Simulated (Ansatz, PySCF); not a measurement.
Bond stretch in CH2F2, SMILES FCF. The C1–F5 bond (C1 also carries F, H, H; F5 carries nothing else) is pulled apart rigidly from the PBE0/def2-TZVP optimised geometry.

Methods: UHF/STO-3G = PySCF with unrestricted Hartree-Fock/STO-3G; RCCSD = CCSD on RHF/cc-pVTZ, frozen core in Ansatz (a first-principles code); RKS-PBE = restricted PBE/cc-pVTZ (Ansatz); UKS-B3LYP/6-31G* = unrestricted B3LYP/6-31G*, spherical d (PySCF).

Energies are in kJ/mol, each relative to the lowest point of its own curve near equilibrium.

```tsv
R / Å	UHF/STO-3G	RCCSD	RKS-PBE	UKS-B3LYP/6-31G*
1.10	350.4	214.1	227.3	230.7
1.15	213.9	121.5	133.7	133.7
1.21	104.3	51.8	61.6	59.8
1.27	39.0	14.8	21.2	19.3
1.31	[?]	[?]	7.0	[?]
1.35	1.6	0.0	0.6	0.3
1.36	0.0	0.2	0.0	0.0
1.42	[?]	8.5	[?]	5.4
1.47	16.6	22.6	12.6	17.1
1.55	57.5	54.4	36.4	45.0
1.68	151.4	118.8	[?]	103.3
1.82	216.6	193.8	149.0	172.1
2.02	257.3	296.2	233.5	267.2
2.22	273.8	385.2	307.5	349.5
2.40	280.7	452.2	363.4	399.6
2.68	285.6	—	431.4	448.1
2.97	287.4	—	481.7	478.0
3.31	288.0	—	521.7	498.4
3.58	288.0	—	543.5	507.8
4.08	288.1	—	568.7	516.5
4.75	288.1	—	585.1	520.0
```

### Question
Fill in the missing entries.

### Answer

- 1.31, UHF/STO-3G: 14.3
- 1.31, RCCSD: 3.4
- 1.31, UKS-B3LYP/6-31G*: 5.7
- 1.42, UHF/STO-3G: 2.2
- 1.42, RKS-PBE: 3.1
- 1.68, RKS-PBE: 87.8

A dash means that the run gave no value there, or that the column was ended at a point which the program doubted or which failed a test of continuity chosen for this set; such a test can also cut sound points.

The unrestricted determinant behind UHF/STO-3G is spin-contaminated at 1.68 to 4.75 Å (<S²> up to 1.0, against 0.00 for a pure singlet). The T1 diagnostic of CCSD on the restricted reference of RCCSD exceeds 0.045 at 2.40 to 4.75 Å. The restricted form behind RKS-PBE keeps the bonding electrons paired and can't separate into open-shell fragments. The unrestricted determinant behind UKS-B3LYP/6-31G* is spin-contaminated at 2.22 to 4.75 Å (<S²> up to 1.0, against 0.00 for a pure singlet).
